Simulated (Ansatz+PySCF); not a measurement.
A calculation with Ansatz (development build ahead of 0.2.0).

```yaml
crystal:
  periodic: [false, false, false]
  atoms:
    - { symbol: "N", position_ang: [0.0, 0.0, -1.64663] }
    - { symbol: "N", position_ang: [0.0, 0.0, 1.64663] }
basis:
  gaussian: { orbitals: "6-31G" }
magnetization:
  spin_polarized: true
hamiltonian:
  xc: hf
correlation:
  method: mp2
  frozen_orbitals: { "N": 1 }
scf:
  omitted_lower_state_checks: [starts, atomic_configurations, cluster_reference, orbital_swaps, given_window_search, neighbouring_geometries, increment]
```

The input is written out in the form of the current development build from the run's settings.

The run gave:

```yaml
Converged: yes
Reference_energy: -108.62404 hartree
Correlation_energy: -0.06281 hartree
Total_energy: -108.68685 hartree
Spin_squared_of_the_determinant: 2.995
Stability_test: minimum
```

This is not the lowest solution: another run reaches a determinant 3.97 eV lower. Caution: bonds are stretched, where a single reference can fail; the unrestricted determinant is a mixture of spin states; the determinant breaks the point group; another reference gives a lower total.
